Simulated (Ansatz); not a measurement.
# Si2N (doublet): wave-function methods side by side, cc-pVDZ

One table from this session's results is given with a row withheld; the runs are named, their logs left out.

Computed with Ansatz 0.2.0, Gaussian basis. Level: cc-pVDZ, core rule «outside noble gas», up to 11 orbitals frozen.

The runs, in order: UHF; CCSD(T) on ROHF; CCSD(T) on UHF; BCCD(T) on ROHF; CISD; CCSDT(Q) on ROHF; CCSDT(Q) on UHF.

40 further runs of the same task are left out: 6 for a known fault of the program, 15 that didn't finish, 19 set aside as unsound or not needed.

## What is computed

The geometry is a PBE0/def2-TZVP stationary point (not a proven minimum) of the parent state, kept for this charge and spin.

3 atoms, charge 0, spin multiplicity 2.

Atoms are counted from 1 here; the program's logs count them from 0.

Bond lengths: Si1–N2 1.661 Å, N2–Si3 1.597 Å. Angles: Si1–N2–Si3 180.0°.

Geometry (Å):

```
Si    0.00000    0.00000    1.63980
N     0.00000    0.00000   -0.02130
Si    0.00000    0.00000   -1.61850
```

The first run:

File in.yaml:

```yaml
crystal:
  periodic: [false, false, false]
  atoms:
    - {symbol: Si, position_ang: [0.000000, 0.000000, 1.639800]}
    - {symbol: N, position_ang: [0.000000, 0.000000, -0.021300]}
    - {symbol: Si, position_ang: [0.000000, 0.000000, -1.618500]}
basis:
  gaussian: {orbitals: cc-pVDZ}
magnetization: {spin_polarized: true, initial_magnetization: 1}
hamiltonian: {xc: hf}
output: {orbitals: {seedname: orbitals}}
```

Command:

```console
ansatz run in.yaml --threads 1 --pin off --events-out ev --progress --plain --max-ram 2393MiB
```

Among the steps run: UHF; CCSD(T) on ROHF; CCSD(T) on UHF; BCCD(T) on ROHF; CISD; CCSDT(Q) on ROHF; CCSDT(Q) on UHF.

One of the session's tables, all rows but one given; the rest of the session is left out.

It belongs to the step «Misses and costs». 

| method | from RCCSDT(Q) (kJ/mol) |
| --- | --- |
| ROHF | +929.3 |
| UHF | +899.8 |
| RMP2 | +115.7 |
| UMP2 | +136.7 |
| CISD | +156.1 |
| RCCSD | +50.7 |
| UCCSD | +48.6 |
| RCCSD(T) | +7.4 |
| UCCSD(T) | +8.5 |
| BCCD(T) | +7.1 |
| RCCSDT | ? |
| UCCSDT | +4.3 |
| RCCSDT(Q) | 0 |
| UCCSDT(Q) | -0.7 |

**Question.** Estimate the row for RCCSDT.

The run gave: from RCCSDT(Q) (kJ/mol): +4.7. In the column «from RCCSDT(Q) (kJ/mol)» it lies between UCCSDT (+4.3) and BCCD(T) (+7.1).

Caveats from the session: Restricted and unrestricted rows rest on different reference determinants; where their highest levels disagree by more than a few hundredths of an eV, they describe different states and don't form one ladder.
